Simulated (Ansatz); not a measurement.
Wavefunction ladder for C$_{2}$Cl$_{2}$F$_{2}$ (`F/C(Cl)=C(\F)Cl`)

```xyz
6

F    -0.9993    1.3675    0.6238
C    -0.1341    0.3708    0.5411
Cl    0.6979    0.0334    1.9737
C     0.0254   -0.2782   -0.6085
F    -0.6809    0.0728   -1.6699
Cl    1.0911   -1.5663   -0.8603
```

The species carries charge 0 and has multiplicity 1. The structure was optimised at the PBE0-D4/def2-TZVP level. Frozen core, restricted reference, the Gaussian-basis code of Ansatz. CBS rows extrapolate triple and quadruple zeta; past MP2 they add the triple-zeta difference.

| basis | HF (Eh) | MP2 corr. |
| --- | --- | --- |
| def2-TZVPP | -1193.68909 | -1.17814 |
| def2-QZVPP | -1193.72648 | -1.28590 |

(1) Estimate the CCSD correlation energy and the (T) correction in each basis where they were run (hartree).

Answers

(1) 
```tsv
basis	CCSD corr.	(T)
def2-TZVPP	-1.20898	-0.05077
CBS(def2)	-1.39656	as TZ
```
